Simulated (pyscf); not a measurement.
One four-centre exchange on the singlet surface with elements of a group swapped. ωB97M-D3(BJ)/def2-TZVP, kcal/mol, from the separated reactants. PySCF, gas phase, ωB97X-D3(BJ)/def2-SVP geometries.

```tsv
step	barrier	reaction energy	imaginary mode (i cm⁻¹)
`[O]=[W](=[O])([OH])[OH]` + `[H][H]` → `[O]=[WH](=[O])[OH]` + `[OH2]`	35.6	+20.1	1281
`[O]=[Mo](=[O])([OH])[OH]` + `[H][H]` → `[O]=[MoH](=[O])[OH]` + `[OH2]`	35.7	+18.2	1276
`[O]=[Cr](=[O])([OH])[OH]` + `[H][H]` -> `[O]=[CrH](=[O])[OH]` + `[OH2]`	…	…	1328
```

Q: What belongs in the gaps?

A: 
- `[O]=[Cr](=[O])([OH])[OH]` + `[H][H]` -> `[O]=[CrH](=[O])[OH]` + `[OH2]`, barrier: 41.3
- `[O]=[Cr](=[O])([OH])[OH]` + `[H][H]` -> `[O]=[CrH](=[O])[OH]` + `[OH2]`, reaction energy: +7.0

Row 1: On the product side the descent ends in an adduct with a O–W contact (not fully relaxed), 11.7 kcal/mol under the separated species and 24.3 kcal/mol under the saddle at ωB97X-D3(BJ)/def2-TZVP. Row 2: On the product side the descent ends in an adduct with a Mo–O contact (not fully relaxed), 9.0 kcal/mol under the separated species and 23.9 kcal/mol under the saddle at ωB97X-D3(BJ)/def2-TZVP. Each row is the saddle that its search found. Elements past Kr carry the def2 core potentials, without spin-orbit coupling.
